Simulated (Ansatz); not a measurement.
## Nudged elastic band run: CH7AlS

input.yaml

```yaml
crystal:
  periodic: [false, false, false]
  atoms:
    - { symbol: Al, position_ang: [-0.069555, -0.151845, 0.414147] }
    - { symbol: C, position_ang: [0.161112, 0.438696, 2.283428] }
    - { symbol: H, position_ang: [-0.678654, 0.151105, 2.928334] }
    - { symbol: H, position_ang: [1.08202, 0.051616, 2.736382] }
    - { symbol: H, position_ang: [0.226525, 1.534198, 2.330276] }
    - { symbol: H, position_ang: [1.19094, -0.182587, -0.580987] }
    - { symbol: H, position_ang: [-1.527061, -0.072743, -0.261811] }
    - { symbol: S, position_ang: [-0.057482, -2.705752, 0.775528] }
    - { symbol: H, position_ang: [-0.429798, -3.069784, -0.465118] }
    - { symbol: H, position_ang: [-1.291144, -2.881102, 1.284221] }
basis:
  gaussian: { orbitals: "6-31G*" }
hamiltonian:
  xc: pbe0
neb:
  order_check: false
  images: 4
  f_tol: 0.05
  max_iterations: 60
  climbing: false
  final_atoms:
    - { symbol: Al, position_ang: [-0.01022453, -0.7566623, -0.38762171] }
    - { symbol: C, position_ang: [-0.02606471, 0.00248046, 2.68151567] }
    - { symbol: H, position_ang: [-0.95953145, 0.09750417, 3.24145578] }
    - { symbol: H, position_ang: [0.82856776, 0.19626398, 3.33349054] }
    - { symbol: H, position_ang: [-0.02280673, 0.74434474, 1.8738558] }
    - { symbol: H, position_ang: [1.38590812, -0.0128862, -0.48338339] }
    - { symbol: H, position_ang: [-1.43525133, -0.06231545, -0.4714075] }
    - { symbol: S, position_ang: [0.06500654, -2.95151316, -0.32713073] }
    - { symbol: H, position_ang: [-1.27240861, -3.12299505, -0.31352439] }
    - { symbol: H, position_ang: [0.05370794, -1.02241918, 2.29714993] }
  initial_path:
    images:
      - { positions_ang: [[-0.069555, -0.151845, 0.414147], [0.161112, 0.438696, 2.283428], [-0.678654, 0.151105, 2.928334], [1.08202, 0.051616, 2.736382], [0.226525, 1.534198, 2.330276], [1.19094, -0.182587, -0.580987], [-1.527061, -0.072743, -0.261811], [-0.057482, -2.705752, 0.775528], [-0.429798, -3.069784, -0.465118], [-1.291144, -2.881102, 1.284221]] }
      - { positions_ang: [[-0.07793204, -0.10079302, 0.23986676], [0.09470945, 0.27937201, 2.28844335], [-0.79369384, -0.03976496, 2.84203559], [0.97856608, -0.21139628, 2.70354281], [0.20359393, 1.35415589, 2.45070117], [1.20557906, -0.09093812, -0.68981032], [-1.50267406, -0.09900738, -0.45644432], [-0.12265582, -2.5933715, 0.80860704], [-0.56294772, -3.14417171, -0.33082436], [-0.81564202, -2.24228294, 1.58828228]] }
      - { positions_ang: [[-0.08630908, -0.04974103, 0.06558652], [0.02830689, 0.12004802, 2.29345869], [-0.90873368, -0.23063493, 2.75573718], [0.87511215, -0.47440856, 2.67070361], [0.18066285, 1.17411378, 2.57112635], [1.22021813, 0.00071076, -0.79863364], [-1.47828713, -0.12527175, -0.65107764], [-0.18782965, -2.48099099, 0.84168609], [-0.69609745, -3.21855942, -0.19653072], [-0.34014004, -1.60346388, 1.89234356]] }
      - { positions_ang: [[-0.07444299, -0.17070449, -0.09476722], [-0.00912845, 0.03280491, 2.37307622], [-0.96490917, -0.24135509, 2.81836153], [0.82442171, -0.44547896, 2.79012532], [0.13079651, 1.01614312, 2.47984231], [1.25921175, 0.03465092, -0.77911292], [-1.45992519, -0.12318624, -0.69299694], [-0.16333194, -2.53014323, 0.62115434], [-0.86461957, -3.22920163, -0.16621199], [-0.07116966, -1.23172732, 2.09492934]] }
      - { positions_ang: [[-0.04233376, -0.4636834, -0.24119447], [-0.01759658, 0.01764269, 2.52729595], [-0.96222031, -0.07192546, 3.02990865], [0.82649473, -0.12460749, 3.06180793], [0.05399489, 0.88024393, 2.17684905], [1.32255994, 0.01088236, -0.63124815], [-1.44758826, -0.09275085, -0.58220222], [-0.0491627, -2.74082819, 0.1470118], [-1.06851409, -3.17609834, -0.23986819], [-0.00873086, -1.12707325, 2.19603964]] }
      - { positions_ang: [[-0.01022453, -0.7566623, -0.38762171], [-0.02606471, 0.00248046, 2.68151567], [-0.95953145, 0.09750417, 3.24145578], [0.82856776, 0.19626398, 3.33349054], [-0.02280673, 0.74434474, 1.8738558], [1.38590812, -0.0128862, -0.48338339], [-1.43525133, -0.06231545, -0.4714075], [0.06500654, -2.95151316, -0.32713073], [-1.27240861, -3.12299505, -0.31352439], [0.05370794, -1.02241918, 2.29714993]] }
```

Launched with:

```bash
$ ansatz run input.yaml --threads 1 --pin off --max-ram 2048MiB --backend cpu --events-out ev --progress --plain --runs-dir out
```

Output, in part (warnings, iteration lines, the closing report on the highest movable image, with atoms numbered from 0):

```
NEB end point (image 0): max|allowed force component| = 1.106e-2 eV/Å (the criterion of neb.relax_end_points is 1.000e-2)
NEB end point (image 5): max|allowed force component| = 2.867e-2 eV/Å (the criterion of neb.relax_end_points is 1.000e-2)
NEB iter   1: max|band force component| = 1.116e1 eV/Å  barrier→ = 2.9588 eV  barrier← = 3.9326 eV  Δτ_max = 0.1967 Å  (143 SCF iters)
NEB iter   2: max|band force component| = 4.085e0 eV/Å  barrier→ = 1.3619 eV  barrier← = 2.3357 eV  Δτ_max = 0.2000 Å  (103 SCF iters)
NEB iter   3: max|band force component| = 1.527e0 eV/Å  barrier→ = 0.5789 eV  barrier← = 1.5527 eV  Δτ_max = 0.2000 Å  (101 SCF iters)
NEB iter   4: max|band force component| = 9.255e-1 eV/Å  barrier→ = 0.4038 eV  barrier← = 1.3776 eV  Δτ_max = 0.2000 Å  (100 SCF iters)
NEB iter   5: max|band force component| = 5.048e-1 eV/Å  barrier→ = 0.4871 eV  barrier← = 1.4610 eV  Δτ_max = 0.1321 Å  (105 SCF iters)
NEB iter   6: max|band force component| = 3.398e-1 eV/Å  barrier→ = 0.5106 eV  barrier← = 1.4844 eV  Δτ_max = 0.2000 Å  (105 SCF iters)
NEB iter   7: max|band force component| = 5.626e-1 eV/Å  barrier→ = 0.6395 eV  barrier← = 1.6133 eV  Δτ_max = 0.1005 Å  (103 SCF iters)
NEB iter   8: max|band force component| = 4.502e-1 eV/Å  barrier→ = 0.6658 eV  barrier← = 1.6397 eV  Δτ_max = 0.0996 Å  (105 SCF iters)
NEB iter   9: max|band force component| = 1.616e-1 eV/Å  barrier→ = 0.6635 eV  barrier← = 1.6373 eV  Δτ_max = 0.2000 Å  (102 SCF iters)
NEB iter  10: max|band force component| = 3.285e-1 eV/Å  barrier→ = 0.6778 eV  barrier← = 1.6516 eV  Δτ_max = 0.1003 Å  (103 SCF iters)
NEB iter  11: max|band force component| = 2.463e-1 eV/Å  barrier→ = 0.6542 eV  barrier← = 1.6280 eV  Δτ_max = 0.1002 Å  (95 SCF iters)
NEB iter  12: max|band force component| = 1.480e-1 eV/Å  barrier→ = 0.6260 eV  barrier← = 1.5999 eV  Δτ_max = 0.1000 Å  (104 SCF iters)
NEB iter  13: max|band force component| = 1.054e-1 eV/Å  barrier→ = 0.5970 eV  barrier← = 1.5708 eV  Δτ_max = 0.1002 Å  (106 SCF iters)
NEB iter  14: max|band force component| = 1.932e-1 eV/Å  barrier→ = 0.5686 eV  barrier← = 1.5424 eV  Δτ_max = 0.0499 Å  (105 SCF iters)
NEB iter  15: max|band force component| = 1.054e-1 eV/Å  barrier→ = 0.5525 eV  barrier← = 1.5263 eV  Δτ_max = 0.0501 Å  (99 SCF iters)
NEB iter  16: max|band force component| = 1.175e-1 eV/Å  barrier→ = 0.5329 eV  barrier← = 1.5067 eV  Δτ_max = 0.0250 Å  (102 SCF iters)
NEB iter  17: max|band force component| = 1.023e-1 eV/Å  barrier→ = 0.5152 eV  barrier← = 1.4890 eV  Δτ_max = 0.0250 Å  (94 SCF iters)
NEB iter  18: max|band force component| = 1.002e-1 eV/Å  barrier→ = 0.4991 eV  barrier← = 1.4729 eV  Δτ_max = 0.0500 Å  (100 SCF iters)
NEB iter  19: max|band force component| = 1.354e-1 eV/Å  barrier→ = 0.4656 eV  barrier← = 1.4394 eV  Δτ_max = 0.1010 Å  (98 SCF iters)
NEB iter  20: max|band force component| = 1.708e-1 eV/Å  barrier→ = 0.4510 eV  barrier← = 1.4248 eV  Δτ_max = 0.0998 Å  (100 SCF iters)
NEB iter  21: max|band force component| = 1.992e-1 eV/Å  barrier→ = 0.4581 eV  barrier← = 1.4319 eV  Δτ_max = 0.1001 Å  (98 SCF iters)
NEB iter  22: max|band force component| = 2.701e-1 eV/Å  barrier→ = 0.4902 eV  barrier← = 1.4640 eV  Δτ_max = 0.1000 Å  (103 SCF iters)
NEB iter  23: max|band force component| = 3.462e-1 eV/Å  barrier→ = 0.5336 eV  barrier← = 1.5074 eV  Δτ_max = 0.1986 Å  (99 SCF iters)
NEB iter  24: max|band force component| = 4.449e-1 eV/Å  barrier→ = 0.6548 eV  barrier← = 1.6286 eV  Δτ_max = 0.1986 Å  (102 SCF iters)
NEB iter  25: max|band force component| = 4.724e-1 eV/Å  barrier→ = 0.8225 eV  barrier← = 1.7963 eV  Δτ_max = 0.2000 Å  (103 SCF iters)
NEB iter  26: max|band force component| = 5.440e-1 eV/Å  barrier→ = 1.0843 eV  barrier← = 2.0581 eV  Δτ_max = 0.1992 Å  (102 SCF iters)
NEB iter  27: max|band force component| = 9.550e-1 eV/Å  barrier→ = 1.4559 eV  barrier← = 2.4297 eV  Δτ_max = 0.1010 Å  (100 SCF iters)
NEB iter  28: max|band force component| = 1.302e0 eV/Å  barrier→ = 1.3328 eV  barrier← = 2.3067 eV  Δτ_max = 0.1011 Å  (104 SCF iters)
NEB iter  29: max|band force component| = 1.710e0 eV/Å  barrier→ = 1.0285 eV  barrier← = 2.0023 eV  Δτ_max = 0.2000 Å  (103 SCF iters)
NEB iter  30: max|band force component| = 1.872e0 eV/Å  barrier→ = 0.3874 eV  barrier← = 1.3612 eV  Δτ_max = 0.2000 Å  (105 SCF iters)
NEB iter  31: max|band force component| = 1.861e0 eV/Å  barrier→ = 0.3603 eV  barrier← = 1.3341 eV  Δτ_max = 0.1005 Å  (104 SCF iters)
NEB iter  32: max|band force component| = 1.525e0 eV/Å  barrier→ = 0.3388 eV  barrier← = 1.3126 eV  Δτ_max = 0.0999 Å  (102 SCF iters)
NEB iter  33: max|band force component| = 6.440e-1 eV/Å  barrier→ = 0.3208 eV  barrier← = 1.2946 eV  Δτ_max = 0.1975 Å  (103 SCF iters)
NEB iter  34: max|band force component| = 4.116e-1 eV/Å  barrier→ = 0.2299 eV  barrier← = 1.2037 eV  Δτ_max = 0.1996 Å  (100 SCF iters)
NEB iter  35: max|band force component| = 5.647e-1 eV/Å  barrier→ = 0.1432 eV  barrier← = 1.1170 eV  Δτ_max = 0.0999 Å  (103 SCF iters)
NEB iter  36: max|band force component| = 4.178e-1 eV/Å  barrier→ = 0.1020 eV  barrier← = 1.0758 eV  Δτ_max = 0.1002 Å  (103 SCF iters)
NEB iter  37: max|band force component| = 2.032e-1 eV/Å  barrier→ = 0.0699 eV  barrier← = 1.0437 eV  Δτ_max = 0.1977 Å  (102 SCF iters)
NEB iter  38: max|band force component| = 2.630e-1 eV/Å  barrier→ = 0.0458 eV  barrier← = 1.0197 eV  Δτ_max = 0.1006 Å  (103 SCF iters)
NEB iter  39: max|band force component| = 3.299e-1 eV/Å  barrier→ = 0.0413 eV  barrier← = 1.0152 eV  Δτ_max = 0.0501 Å  (104 SCF iters)
NEB iter  40: max|band force component| = 2.224e-1 eV/Å  barrier→ = 0.0373 eV  barrier← = 1.0112 eV  Δτ_max = 0.0501 Å  (105 SCF iters)
NEB iter  41: max|band force component| = 1.360e-1 eV/Å  barrier→ = 0.0344 eV  barrier← = 1.0082 eV  Δτ_max = 0.0501 Å  (105 SCF iters)
NEB iter  42: max|band force component| = 7.830e-2 eV/Å  barrier→ = 0.0349 eV  barrier← = 1.0087 eV  Δτ_max = 0.0500 Å  (99 SCF iters)
NEB iter  43: max|band force component| = 3.462e-2 eV/Å  barrier→ = 0.0358 eV  barrier← = 1.0096 eV  Δτ_max = 0.0000 Å  (195 SCF iters)
Total energy: -18573.80837296 eV, -682.5748679269 hartree
Atom 0 at     0.225375    -0.162783     0.289615 Å, force    -0.003315     0.005683     0.015888 eV/Å
Atom 1 at     0.128875     0.296595     2.211430 Å, force     0.002959    -0.013507    -0.010833 eV/Å
Atom 2 at     0.704237    -0.392251     2.843753 Å, force     0.007085     0.003925    -0.002808 eV/Å
Atom 3 at     0.558503     1.293160     2.380795 Å, force    -0.008215     0.008087    -0.002509 eV/Å
Atom 4 at    -0.898377     0.328287     2.594781 Å, force    -0.002510    -0.010613    -0.001151 eV/Å
Atom 5 at     1.661995    -0.359246    -0.391996 Å, force     0.006200    -0.000777     0.000044 eV/Å
Atom 6 at    -1.012443     0.204032    -0.667990 Å, force     0.004028     0.001526    -0.004146 eV/Å
Atom 7 at    -0.384622    -2.700639     0.426839 Å, force     0.001852    -0.003538     0.004496 eV/Å
Atom 8 at    -1.665420    -2.616836     0.027192 Å, force    -0.012281     0.007407    -0.000617 eV/Å
Atom 9 at    -0.711220    -2.778516     1.729981 Å, force     0.004199     0.001806     0.001635 eV/Å
Dipole moment:    -0.426584    -0.579542     0.316114 e Å
```

It converged. A structure lower than the last end lies on the path between it and the top, so the climb from that side starts below the end, which may itself be a saddle point or a shallow side well. No image climbed, so the highest image needn't sit at the top of the path. A band with more images between the same ends climbed to 0.66 eV, so this one has probably stepped over the top. The orbitals stay closed-shell, which can raise the energy where a bond breaks towards radicals; this wasn't checked here.

Final band (atoms are numbered from 1 in the order of the input):

```json
{"image": "0", "path coordinate (Å)": "0.00", "energy (kJ/mol)": "0.0", "Al1–C2 (Å)": "1.97", "S8–H10 (Å)": "1.35", "C2–H10 (Å)": "3.76"}
{"image": "1", "path coordinate (Å)": "1.88", "energy (kJ/mol)": "2.9", "Al1–C2 (Å)": "1.98", "S8–H10 (Å)": "1.34", "C2–H10 (Å)": "3.66"}
{"image": "2", "path coordinate (Å)": "3.76", "energy (kJ/mol)": "3.5", "Al1–C2 (Å)": "1.98", "S8–H10 (Å)": "1.35", "C2–H10 (Å)": "3.22"}
{"image": "3", "path coordinate (Å)": "5.64", "energy (kJ/mol)": "-9.6", "Al1–C2 (Å)": "2.33", "S8–H10 (Å)": "2.19", "C2–H10 (Å)": "1.25"}
{"image": "4", "path coordinate (Å)": "7.52", "energy (kJ/mol)": "-94.4", "Al1–C2 (Å)": "3.18", "S8–H10 (Å)": "3.38", "C2–H10 (Å)": "1.10"}
{"image": "5", "path coordinate (Å)": "9.40", "energy (kJ/mol)": "-94.0", "Al1–C2 (Å)": "3.16", "S8–H10 (Å)": "3.26", "C2–H10 (Å)": "1.10"}
```

Run time: 9.2 min on 1 thread of Arm Neoverse V1 (shared host), peak memory 0.13 GiB.
